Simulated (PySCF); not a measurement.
# Towards the basis-set limit for PO

State: ²Π, doublet, unpaired electrons π ↑. De refers to P + O. ROHF-based CCSD(T) in PySCF 2.14 with P cc-pV(T+d)Z, O cc-pVTZ and P cc-pV(Q+d)Z, O cc-pVQZ (frozen core orbitals: 6; no relativity). Correlation energies are extrapolated as n⁻³ (n = 3, 4), Hartree–Fock as (n+1)·exp(−9√n). CV is the change on freezing 1 orbitals instead, in P cc-pwCVTZ, O cc-pwCVTZ. SR is the spin-free X2C energy in P cc-pVTZ-DK, O cc-pVTZ-DK less the non-relativistic one in P cc-pVTZ, O cc-pVTZ.

```
            Level  Re (Å)  ωe (cm⁻¹)  ωexe (cm⁻¹)  αe (cm⁻¹)  De (eV)
       CCSD(T)/TZ  1.4869     1229.0         6.49    0.00528    5.741
       CCSD(T)/QZ  1.4824     1233.4         6.34    0.00528    6.003
           HF/CBS  1.4359     1437.7         5.41    0.00449    2.765
          MP2/CBS  1.4884     1208.7         5.84    0.00523    6.598
         CCSD/CBS  1.4680     1298.9         5.75    0.00489    5.790
      CCSD(T)/CBS  1.4805     1239.2         6.27    0.00524    6.149
   CCSD(T)/CBS+CV  1.4776     1243.5         6.28    0.00526    6.174
CCSD(T)/CBS+CV+SR  1.4774     1241.4         6.27    0.00527    6.161
```

Q: How much is left between CCSD(T)/QZ and the basis-set limit, and how much do the triples give at the limit?

A: CCSD(T)/CBS less CCSD(T)/QZ: -1.9 mÅ in Re, +5.8 cm⁻¹ in ωe and +0.146 eV in De. CCSD(T)/CBS less CCSD/CBS: +12.5 mÅ in Re, -59.7 cm⁻¹ in ωe and +0.359 eV in De.

Q: What do the later terms add?

A: CV: -2.9 mÅ in Re, +4.3 cm⁻¹ in ωe and +0.025 eV in De; SR: -0.2 mÅ in Re, -2.1 cm⁻¹ in ωe and -0.013 eV in De, each against the row above.

The T1 diagnostic is 0.029. The state was picked by a PBE0 search and need not be the measured ground state. Spin–orbit coupling, excitations beyond (T) and corrections to the Born–Oppenheimer picture are left out.

The whole job (state search and all basis sets along the bond) took about 36 min on 4 threads of Arm Neoverse V1 (shared host), peak memory 9 GiB.
